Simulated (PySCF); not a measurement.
One molecule, a ladder of functionals, a line

Molecule: SMILES CCSSC, C3H8S2.

Geometry (Å), atoms numbered from 1 in this order:
```xyz
13

C    -2.014   -0.191   -0.405
C    -1.092   -0.075    0.789
S     0.010    1.380    0.747
S     1.164    1.033   -0.921
C     2.498    0.002   -0.257
H    -2.649   -1.087   -0.319
H    -1.429   -0.274   -1.333
H    -2.665    0.692   -0.489
H    -1.654    0.068    1.728
H    -0.476   -0.979    0.921
H     2.117   -0.960    0.114
H     3.186   -0.188   -1.095
H     3.036    0.529    0.542
```

GIAO shieldings (ppm, equivalent atoms averaged) in PySCF 2.14.0 with density-fitted response routines on the PBE0-D3(BJ)/def2-SVP geometry, basis pcSseg-1, gas phase, non-relativistic:

| functional | exact exchange (%) | σ(S3) | σ(S4) |
| --- | --- | --- | --- |
| BLYP | 0 | 316.8 | 433.1 |
| BP86 | 0 | 345.0 | 460.6 |
| PBE | 0 | 348.9 | 464.4 |
| B3LYP | 20 | 353.3 | 466.1 |
| mPW1PW91 | 25 | 388.8 | 497.9 |
| BHandHLYP | 50 | 402.5 | 510.1 |
| HF | 100 | 484.4 | 581.1 |

**Question.** Fit each shielding as a line in the percentage of exact exchange.

**Answer.** σ(S3) = 336.4 + 1.46 x (rms 12.4 ppm); σ(S4) = 452.2 + 1.27 x (rms 11.6 ppm). The functionals also differ in their semilocal parts, which the line can't hold; Hartree–Fock has no correlation at all.

**Question.** What does the line predict for PBE0 (25 %), and what does the run give?

**Answer.** σ(S3): 372.9 predicted, 392.8 computed; σ(S4): 483.9 predicted, 505.0 computed ppm.
